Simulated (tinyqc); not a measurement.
Inside a calculation (part 1 of 3). Method: UHF in the sto-6g basis, for LiH+, spin multiplicity 2. Computed by tinyqc, a small Python program that keeps every step (integrals from PySCF). Settings: charge = 1, multiplicity = 2, basis = sto-6g, energy threshold = 1e-09, iteration cap = 56, orthogonalisation = canonical, start = core, DIIS depth = 4, method = UHF. Command: `OMP_NUM_THREADS=1 python tinyqc.py 29068 29069 out.jsonl` (the two numbers bound the seeds that draw the settings). One thread of a shared host (Intel(R) Xeon(R) Processor @ 2.60GHz), about 0.1 s of CPU time with the checks. Later iterations appear only in the table of the cycle.

## One-electron integrals

Geometry (angstrom):
```
atom         x         y         z
Li    0.000000  0.000000  0.000000
H     0.000000  0.000000  2.419000
```

Basis sto-6g: exponents (1/bohr^2) and contraction coefficients of normalised primitives:
```
element  l (shell)    exponent  coefficient
Li           s (1)  167.175846     0.009164
Li           s (1)   30.651508     0.049361
Li           s (1)    8.575187     0.168538
Li           s (1)    2.945808     0.370563
Li           s (1)    1.143944     0.416492
Li           s (1)    0.471139     0.130334
Li           s (2)    6.597564    -0.013253
Li           s (2)    1.305830    -0.046992
Li           s (2)    0.405851    -0.033785
Li           s (2)    0.156146     0.250242
Li           s (2)    0.067814     0.595117
Li           s (2)    0.031084     0.240706
Li           p (3)    6.597564     0.003760
Li           p (3)    1.305830     0.037679
Li           p (3)    0.405851     0.173897
Li           p (3)    0.156146     0.418036
Li           p (3)    0.067814     0.425860
Li           p (3)    0.031084     0.101708
H            s (1)   35.523221     0.009164
H            s (1)    6.513144     0.049361
H            s (1)    1.822143     0.168538
H            s (1)    0.625955     0.370563
H            s (1)    0.243077     0.416492
H            s (1)    0.100112     0.130334
```

Overlap, kinetic and nuclear-attraction integrals over the contracted functions; the nuclear repulsion is the sum of Za Zb / Rab.

nuclear repulsion = 0.65627600 hartree

overlap S, order 1Li 1s, 1Li 2s, 1Li 2px, 1Li 2py, 1Li 2pz, 2H 1s:
```
[[1.000000, 0.235742, 0.000000, 0.000000, 0.000000, 0.011217],
 [0.235742, 1.000000, 0.000000, 0.000000, 0.000000, 0.214905],
 [0.000000, 0.000000, 1.000000, 0.000000, 0.000000, 0.000000],
 [0.000000, 0.000000, 0.000000, 1.000000, 0.000000, 0.000000],
 [0.000000, 0.000000, 0.000000, 0.000000, 1.000000, 0.315893],
 [0.011217, 0.214905, 0.000000, 0.000000, 0.315893, 1.000000]]
```

kinetic energy T (hartree), order 1Li 1s, 1Li 2s, 1Li 2px, 1Li 2py, 1Li 2pz, 2H 1s:
```
[[3.616742, -0.110723, 0.000000, 0.000000, 0.000000, -0.004980],
 [-0.110723, 0.106524, 0.000000, 0.000000, 0.000000, 0.006067],
 [0.000000, 0.000000, 0.320007, 0.000000, 0.000000, 0.000000],
 [0.000000, 0.000000, 0.000000, 0.320007, 0.000000, 0.000000],
 [0.000000, 0.000000, 0.000000, 0.000000, 0.320007, 0.031924],
 [-0.004980, 0.006067, 0.000000, 0.000000, 0.031924, 0.768522]]
```

nuclear attraction V (hartree), order 1Li 1s, 1Li 2s, 1Li 2px, 1Li 2py, 1Li 2pz, 2H 1s:
```
[[-8.285903, -0.879932, 0.000000, 0.000000, -0.007448, -0.042936],
 [-0.879932, -1.413533, 0.000000, 0.000000, -0.076834, -0.316848],
 [0.000000, 0.000000, -1.394909, 0.000000, 0.000000, 0.000000],
 [0.000000, 0.000000, 0.000000, -1.394909, 0.000000, 0.000000],
 [-0.007448, -0.076834, 0.000000, 0.000000, -1.450629, -0.470963],
 [-0.042936, -0.316848, 0.000000, 0.000000, -0.470963, -1.895784]]
```

core Hamiltonian H = T + V (hartree), order 1Li 1s, 1Li 2s, 1Li 2px, 1Li 2py, 1Li 2pz, 2H 1s:
```
[[-4.669161, -0.990655, 0.000000, 0.000000, -0.007448, -0.047916],
 [-0.990655, -1.307010, 0.000000, 0.000000, -0.076834, -0.310781],
 [0.000000, 0.000000, -1.074901, 0.000000, 0.000000, 0.000000],
 [0.000000, 0.000000, 0.000000, -1.074901, 0.000000, 0.000000],
 [-0.007448, -0.076834, 0.000000, 0.000000, -1.130622, -0.439040],
 [-0.047916, -0.310781, 0.000000, 0.000000, -0.439040, -1.127262]]
```

## Two-electron integrals

Functions are numbered as in S; the eight-fold symmetry (ij|kl) = (ji|kl) = (kl|ij) leaves the list below.

Two-electron integrals (ij|kl) in chemists' order, unique and non-zero (hartree):
```
(11|11) 1.681247   (21|11) 0.242603   (21|21) 0.044507   (22|11) 0.397190
(22|21) 0.090279   (22|22) 0.290625   (31|31) 0.009437   (32|31) 0.014261
(32|32) 0.064236   (33|11) 0.397190   (33|21) 0.090279   (33|22) 0.290625
(33|33) 0.313125   (41|41) 0.009437   (42|41) 0.014261   (42|42) 0.064236
(43|43) 0.016875   (44|11) 0.397190   (44|21) 0.090279   (44|22) 0.290625
(44|33) 0.279374   (44|44) 0.313125   (51|51) 0.009437   (52|51) 0.014261
(52|52) 0.064236   (53|53) 0.016875   (54|54) 0.016875   (55|11) 0.397190
(55|21) 0.090279   (55|22) 0.290625   (55|33) 0.279374   (55|44) 0.279374
(55|55) 0.313125   (61|11) 0.011130   (61|21) 0.002019   (61|22) 0.004218
(61|33) 0.004156   (61|44) 0.004156   (61|51) 0.000272   (61|52) 0.000583
(61|55) 0.004342   (61|61) 0.000102   (62|11) 0.059431   (62|21) 0.013864
(62|22) 0.052029   (62|33) 0.048997   (62|44) 0.048997   (62|51) 0.002141
(62|52) 0.016235   (62|55) 0.058094   (62|61) 0.000784   (62|62) 0.020318
(63|31) 0.000751   (63|32) 0.004284   (63|53) 0.001973   (63|63) 0.000915
(64|41) 0.000751   (64|42) 0.004284   (64|54) 0.001973   (64|64) 0.000915
(65|11) 0.083076   (65|21) 0.019482   (65|22) 0.074785   (65|33) 0.069730
(65|44) 0.069730   (65|51) 0.003342   (65|52) 0.025389   (65|55) 0.084894
(65|61) 0.001127   (65|62) 0.031311   (65|65) 0.048486   (66|11) 0.218733
(66|21) 0.051551   (66|22) 0.211193   (66|33) 0.194713   (66|44) 0.194713
(66|51) 0.007420   (66|52) 0.072985   (66|55) 0.244156   (66|61) 0.002950
(66|62) 0.112163   (66|65) 0.177002   (66|66) 0.774999
```

## Orthogonalisation

S = U s U^T; canonical form X = U s^(-1/2), so that X^T S X = 1. Each column of U has its largest component positive (the first on a tie).

eigenvalues of S: [0.593385, 0.814480, 1.000000, 1.000000, 1.177155, 1.414980]

X, order 1Li 1s, 1Li 2s, 1Li 2px, 1Li 2py, 1Li 2pz, 2H 1s:
```
[[0.353729, 0.726432, 0.000000, 0.000000, 0.585224, 0.256077],
 [-0.650196, -0.556622, 0.000000, 0.000000, 0.452578, 0.425085],
 [0.000000, 0.000000, 0.410664, 0.911787, 0.000000, 0.000000],
 [0.000000, 0.000000, 0.911787, -0.410664, 0.000000, 0.000000],
 [-0.654284, 0.538670, 0.000000, 0.000000, -0.479469, 0.411008],
 [0.842188, -0.316355, 0.000000, 0.000000, -0.268889, 0.539929]]
```

Within a degenerate level the vectors are fixed only up to a rotation; this is one choice.

## Starting guess

The start is the orbitals of the core Hamiltonian; D(s) = C_occ C_occ^T for each spin.

D(alpha) at the start, order 1Li 1s, 1Li 2s, 1Li 2px, 1Li 2py, 1Li 2pz, 2H 1s:
```
[[1.032361, -0.116483, 0.000000, 0.000000, -0.069707, -0.042761],
 [-0.116483, 0.388756, 0.000000, 0.000000, 0.328839, 0.228505],
 [0.000000, 0.000000, 0.000000, 0.000000, 0.000000, 0.000000],
 [0.000000, 0.000000, 0.000000, 0.000000, 0.000000, 0.000000],
 [-0.069707, 0.328839, 0.000000, 0.000000, 0.278989, 0.194029],
 [-0.042761, 0.228505, 0.000000, 0.000000, 0.194029, 0.134975]]
```

D(beta) at the start, order 1Li 1s, 1Li 2s, 1Li 2px, 1Li 2py, 1Li 2pz, 2H 1s:
```
[[1.015064, -0.034608, 0.000000, 0.000000, -0.000242, 0.005551],
 [-0.034608, 0.001180, 0.000000, 0.000000, 0.000008, -0.000189],
 [0.000000, 0.000000, 0.000000, 0.000000, 0.000000, 0.000000],
 [0.000000, 0.000000, 0.000000, 0.000000, 0.000000, 0.000000],
 [-0.000242, 0.000008, 0.000000, 0.000000, 0.000000, -0.000001],
 [0.005551, -0.000189, 0.000000, 0.000000, -0.000001, 0.000030]]
```

## Iteration 1: building the Fock matrix

J_ij = sum D_kl (ij|kl) with D = D(alpha) + D(beta), K_ij = sum D_kl (ik|jl) for each spin; F = H + J - K(s); E = tr D H + tr D J / 2 - 0.5 sum_s tr D(s) K(s) + E_nn.

Coulomb J (hartree), order 1Li 1s, 1Li 2s, 1Li 2px, 1Li 2py, 1Li 2pz, 2H 1s:
```
[[3.722685, 0.564352, 0.000000, 0.000000, 0.011316, 0.026565],
 [0.564352, 1.061319, 0.000000, 0.000000, 0.067329, 0.200877],
 [0.000000, 0.000000, 1.052615, 0.000000, 0.000000, 0.000000],
 [0.000000, 0.000000, 0.000000, 1.052615, 0.000000, 0.000000],
 [0.011316, 0.067329, 0.000000, 0.000000, 1.078731, 0.290207],
 [0.026565, 0.200877, 0.000000, 0.000000, 0.290207, 0.854007]]
```

exchange K(alpha) (hartree), order 1Li 1s, 1Li 2s, 1Li 2px, 1Li 2py, 1Li 2pz, 2H 1s:
```
[[1.699160, 0.240217, 0.000000, 0.000000, 0.008696, 0.016613],
 [0.240217, 0.187454, 0.000000, 0.000000, 0.149703, 0.141860],
 [0.000000, 0.000000, 0.038883, 0.000000, 0.000000, 0.000000],
 [0.000000, 0.000000, 0.000000, 0.038883, 0.000000, 0.000000],
 [0.008696, 0.149703, 0.000000, 0.000000, 0.169556, 0.161015],
 [0.016613, 0.141860, 0.000000, 0.000000, 0.161015, 0.266083]]
```

exchange K(beta) (hartree), order 1Li 1s, 1Li 2s, 1Li 2px, 1Li 2py, 1Li 2pz, 2H 1s:
```
[[1.689957, 0.231415, 0.000000, 0.000000, 0.000361, 0.010372],
 [0.231415, 0.039407, 0.000000, 0.000000, 0.000081, 0.001731],
 [0.000000, 0.000000, 0.008674, 0.000000, 0.000000, 0.000000],
 [0.000000, 0.000000, 0.000000, 0.008674, 0.000000, 0.000000],
 [0.000361, 0.000081, 0.000000, 0.000000, 0.008697, 0.000232],
 [0.010372, 0.001731, 0.000000, 0.000000, 0.000232, 0.000086]]
```

F(alpha) (hartree), order 1Li 1s, 1Li 2s, 1Li 2px, 1Li 2py, 1Li 2pz, 2H 1s:
```
[[-2.645636, -0.666521, 0.000000, 0.000000, -0.004828, -0.037964],
 [-0.666521, -0.433145, 0.000000, 0.000000, -0.159209, -0.251764],
 [0.000000, 0.000000, -0.061169, 0.000000, 0.000000, 0.000000],
 [0.000000, 0.000000, 0.000000, -0.061169, 0.000000, 0.000000],
 [-0.004828, -0.159209, 0.000000, 0.000000, -0.221448, -0.309848],
 [-0.037964, -0.251764, 0.000000, 0.000000, -0.309848, -0.539339]]
```

F(beta) (hartree), order 1Li 1s, 1Li 2s, 1Li 2px, 1Li 2py, 1Li 2pz, 2H 1s:
```
[[-2.636433, -0.657719, 0.000000, 0.000000, 0.003507, -0.031723],
 [-0.657719, -0.285098, 0.000000, 0.000000, -0.009587, -0.111635],
 [0.000000, 0.000000, -0.030961, 0.000000, 0.000000, 0.000000],
 [0.000000, 0.000000, 0.000000, -0.030961, 0.000000, 0.000000],
 [0.003507, -0.009587, 0.000000, 0.000000, -0.060588, -0.149065],
 [-0.031723, -0.111635, 0.000000, 0.000000, -0.149065, -0.273342]]
```

total energy of this density = -7.56481464 hartree

## Iteration 1: diagonalisation and new density

Diagonalise F' = X^T F X, C = X C', fill 2 alpha and 1 beta electrons from the bottom; D(s) = C_occ C_occ^T. Each column has its largest component positive (the first on a tie).

F' = X^T F X (alpha) (hartree):
```
[[-0.223545, -0.327081, 0.000000, 0.000000, -0.304928, -0.222920],
 [-0.327081, -0.983453, 0.000000, 0.000000, -1.076763, -0.411644],
 [0.000000, 0.000000, -0.061169, 0.000000, 0.000000, 0.000000],
 [0.000000, 0.000000, 0.000000, -0.061169, 0.000000, 0.000000],
 [-0.304928, -1.076763, 0.000000, 0.000000, -1.372654, -0.526331],
 [-0.222920, -0.411644, 0.000000, 0.000000, -0.526331, -0.911737]]
```

orbital energies (alpha) (hartree): [-2.646483, -0.641864, -0.161606, -0.061169, -0.061169, -0.041436]

coefficients C (alpha), order 1Li 1s, 1Li 2s, 1Li 2px, 1Li 2py, 1Li 2pz, 2H 1s:
```
[[0.995247, -0.106962, -0.238327, 0.000000, 0.000000, 0.046189],
 [0.019374, 0.370343, 0.977100, 0.000000, 0.000000, -0.160784],
 [0.000000, 0.000000, 0.000000, 0.483979, 0.875080, 0.000000],
 [0.000000, 0.000000, 0.000000, 0.875080, -0.483979, 0.000000],
 [0.003212, 0.320964, 0.127891, 0.000000, 0.000000, 0.998843],
 [0.000193, 0.714304, -0.626225, 0.000000, 0.000000, -0.520382]]
```

F' = X^T F X (beta) (hartree):
```
[[-0.109822, -0.332402, 0.000000, 0.000000, -0.316813, -0.264867],
 [-0.332402, -0.958066, 0.000000, 0.000000, -1.053271, -0.482809],
 [0.000000, 0.000000, -0.030961, 0.000000, 0.000000, 0.000000],
 [0.000000, 0.000000, 0.000000, -0.030961, 0.000000, 0.000000],
 [-0.316813, -1.053271, 0.000000, 0.000000, -1.342528, -0.604885],
 [-0.264867, -0.482809, 0.000000, 0.000000, -0.604885, -0.586302]]
```

orbital energies (beta) (hartree): [-2.636998, -0.297441, -0.104234, -0.030961, -0.030961, 0.041956]

coefficients C (beta), order 1Li 1s, 1Li 2s, 1Li 2px, 1Li 2py, 1Li 2pz, 2H 1s:
```
[[0.996223, -0.067270, -0.237332, 0.000000, 0.000000, -0.087061],
 [0.015637, 0.228146, 0.957803, 0.000000, 0.000000, 0.385258],
 [0.000000, 0.000000, 0.000000, 0.483591, 0.875294, 0.000000],
 [0.000000, 0.000000, 0.000000, 0.875294, -0.483591, 0.000000],
 [-0.000800, 0.207029, -0.354136, 0.000000, 0.000000, 0.974062],
 [-0.001876, 0.845868, -0.219320, 0.000000, 0.000000, -0.639991]]
```

D(alpha) after iteration 1, order 1Li 1s, 1Li 2s, 1Li 2px, 1Li 2py, 1Li 2pz, 2H 1s:
```
[[1.001958, -0.020331, 0.000000, 0.000000, -0.031135, -0.076211],
 [-0.020331, 0.137529, 0.000000, 0.000000, 0.118929, 0.264541],
 [0.000000, 0.000000, 0.000000, 0.000000, 0.000000, 0.000000],
 [0.000000, 0.000000, 0.000000, 0.000000, 0.000000, 0.000000],
 [-0.031135, 0.118929, 0.000000, 0.000000, 0.103028, 0.229266],
 [-0.076211, 0.264541, 0.000000, 0.000000, 0.229266, 0.510231]]
```

D(beta) after iteration 1, order 1Li 1s, 1Li 2s, 1Li 2px, 1Li 2py, 1Li 2pz, 2H 1s:
```
[[0.992460, 0.015578, 0.000000, 0.000000, -0.000797, -0.001869],
 [0.015578, 0.000245, 0.000000, 0.000000, -0.000013, -0.000029],
 [0.000000, 0.000000, 0.000000, 0.000000, 0.000000, 0.000000],
 [0.000000, 0.000000, 0.000000, 0.000000, 0.000000, 0.000000],
 [-0.000797, -0.000013, 0.000000, 0.000000, 0.000001, 0.000002],
 [-0.001869, -0.000029, 0.000000, 0.000000, 0.000002, 0.000004]]
```

Within a degenerate level the vectors are fixed only up to a rotation; this is one choice.

## Iteration 2: building the Fock matrix

As before.

Coulomb J (hartree), order 1Li 1s, 1Li 2s, 1Li 2px, 1Li 2py, 1Li 2pz, 2H 1s:
```
[[3.625847, 0.547423, 0.000000, 0.000000, 0.009198, 0.025750],
 [0.547423, 1.030203, 0.000000, 0.000000, 0.071746, 0.217489],
 [0.000000, 0.000000, 1.016724, 0.000000, 0.000000, 0.000000],
 [0.000000, 0.000000, 0.000000, 1.016724, 0.000000, 0.000000],
 [0.009198, 0.071746, 0.000000, 0.000000, 1.057166, 0.319311],
 [0.025750, 0.217489, 0.000000, 0.000000, 0.319311, 1.042360]]
```

exchange K(alpha) (hartree), order 1Li 1s, 1Li 2s, 1Li 2px, 1Li 2py, 1Li 2pz, 2H 1s:
```
[[1.681316, 0.249108, 0.000000, 0.000000, 0.001066, 0.012762],
 [0.249108, 0.130737, 0.000000, 0.000000, 0.096495, 0.160024],
 [0.000000, 0.000000, 0.022972, 0.000000, 0.000000, 0.000000],
 [0.000000, 0.000000, 0.000000, 0.022972, 0.000000, 0.000000],
 [0.001066, 0.096495, 0.000000, 0.000000, 0.126560, 0.205230],
 [0.012762, 0.160024, 0.000000, 0.000000, 0.205230, 0.550720]]
```

exchange K(beta) (hartree), order 1Li 1s, 1Li 2s, 1Li 2px, 1Li 2py, 1Li 2pz, 2H 1s:
```
[[1.676098, 0.247561, 0.000000, 0.000000, -0.000482, 0.011530],
 [0.247561, 0.047001, 0.000000, 0.000000, -0.000131, 0.002178],
 [0.000000, 0.000000, 0.009823, 0.000000, 0.000000, 0.000000],
 [0.000000, 0.000000, 0.000000, 0.009823, 0.000000, 0.000000],
 [-0.000482, -0.000131, 0.000000, 0.000000, 0.009812, 0.000291],
 [0.011530, 0.002178, 0.000000, 0.000000, 0.000291, 0.000114]]
```

F(alpha) (hartree), order 1Li 1s, 1Li 2s, 1Li 2px, 1Li 2py, 1Li 2pz, 2H 1s:
```
[[-2.724629, -0.692340, 0.000000, 0.000000, 0.000685, -0.034929],
 [-0.692340, -0.407544, 0.000000, 0.000000, -0.101583, -0.253315],
 [0.000000, 0.000000, -0.081149, 0.000000, 0.000000, 0.000000],
 [0.000000, 0.000000, 0.000000, -0.081149, 0.000000, 0.000000],
 [0.000685, -0.101583, 0.000000, 0.000000, -0.200016, -0.324958],
 [-0.034929, -0.253315, 0.000000, 0.000000, -0.324958, -0.635623]]
```

F(beta) (hartree), order 1Li 1s, 1Li 2s, 1Li 2px, 1Li 2py, 1Li 2pz, 2H 1s:
```
[[-2.719411, -0.690794, 0.000000, 0.000000, 0.002232, -0.033696],
 [-0.690794, -0.323808, 0.000000, 0.000000, -0.004958, -0.095469],
 [0.000000, 0.000000, -0.068000, 0.000000, 0.000000, 0.000000],
 [0.000000, 0.000000, 0.000000, -0.068000, 0.000000, 0.000000],
 [0.002232, -0.004958, 0.000000, 0.000000, -0.083269, -0.120020],
 [-0.033696, -0.095469, 0.000000, 0.000000, -0.120020, -0.085016]]
```

total energy of this density = -7.68156439 hartree

## Iteration 2: DIIS over 2 matrices

error matrix X^T (FDS - SDF) X (alpha):
```
[[0.000000, 0.024307, 0.000000, 0.000000, 0.027182, -0.082785],
 [-0.024307, 0.000000, 0.000000, 0.000000, 0.009702, 0.011346],
 [0.000000, 0.000000, 0.000000, 0.000000, 0.000000, 0.000000],
 [0.000000, 0.000000, 0.000000, 0.000000, 0.000000, 0.000000],
 [-0.027182, -0.009702, 0.000000, 0.000000, 0.000000, 0.014483],
 [0.082785, -0.011346, 0.000000, 0.000000, -0.014483, 0.000000]]
```

B (overlaps of the stored error matrices):
```
[[1.0912828e-01, 3.7313658e-02],
 [3.7313658e-02, 1.7592879e-02]]
```

Minimise |sum c_i e_i|^2 with sum c_i = 1: solve [B -1; -1 0][c; lambda] = [0; -1] with B_ij = tr e_i^T e_j summed over both spins, and take F = sum c_i F_i.

DIIS coefficients: [-0.378563, 1.378563]

extrapolated F(alpha) (hartree), order 1Li 1s, 1Li 2s, 1Li 2px, 1Li 2py, 1Li 2pz, 2H 1s:
```
[[-2.754533, -0.702115, 0.000000, 0.000000, 0.002772, -0.033780],
 [-0.702115, -0.397852, 0.000000, 0.000000, -0.079768, -0.253902],
 [0.000000, 0.000000, -0.088713, 0.000000, 0.000000, 0.000000],
 [0.000000, 0.000000, 0.000000, -0.088713, 0.000000, 0.000000],
 [0.002772, -0.079768, 0.000000, 0.000000, -0.191903, -0.330678],
 [-0.033780, -0.253902, 0.000000, 0.000000, -0.330678, -0.672073]]
```

extrapolated F(beta) (hartree), order 1Li 1s, 1Li 2s, 1Li 2px, 1Li 2py, 1Li 2pz, 2H 1s:
```
[[-2.750824, -0.703315, 0.000000, 0.000000, 0.001750, -0.034443],
 [-0.703315, -0.338462, 0.000000, 0.000000, -0.003205, -0.089349],
 [0.000000, 0.000000, -0.082022, 0.000000, 0.000000, 0.000000],
 [0.000000, 0.000000, 0.000000, -0.082022, 0.000000, 0.000000],
 [0.001750, -0.003205, 0.000000, 0.000000, -0.091855, -0.109024],
 [-0.034443, -0.089349, 0.000000, 0.000000, -0.109024, -0.013723]]
```
